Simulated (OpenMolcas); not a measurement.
## Predicting a hybrid from its neighbours: C2H3N

C2H3N: 6 atoms, total charge 0, spin state singlet. SMILES: `CC#N`. Geometry: relaxed at PBE0-D4/def2-TZVP.

The HOMO–LUMO gap y, in eV, basis def2-TZVP; a is the functional's share of exact exchange. Programs: OpenMolcas 26.06.

| functional | program | a | y (eV) |
| --- | --- | --- | --- |
| PBE | OpenMolcas | 0 | 7.92 |
| r2SCAN | OpenMolcas | 0 | 8.50 |
| B3LYP | OpenMolcas | 0.2 | 9.70 |
| PBE0 | OpenMolcas | 0.25 | ? |
| BHLYP | OpenMolcas | 0.5 | 12.07 |

Q: Fit y = c + s·a to the known rows and predict PBE0.

A: 
1. Means of the 4 rows: a = 0.1750, y = 9.547.
2. Σ(Δa)² = 0.1675, Σ(Δa·Δy) = 1.2918, so the slope is 1.2918/0.1675 = 7.7122.
3. Intercept: 9.547 − (7.7122) × 0.1750 = 8.197. The largest residual of the fit is 0.30.
4. PBE0: 8.197 + (7.7122) × 0.25 = 10.13 eV.

The run gave 10.33 eV, so the prediction is off by -0.20 eV, within the scatter of the fit. Exact exchange lowers occupied levels and raises empty ones. The rows mix families of semi-local functionals, which the line can't see.
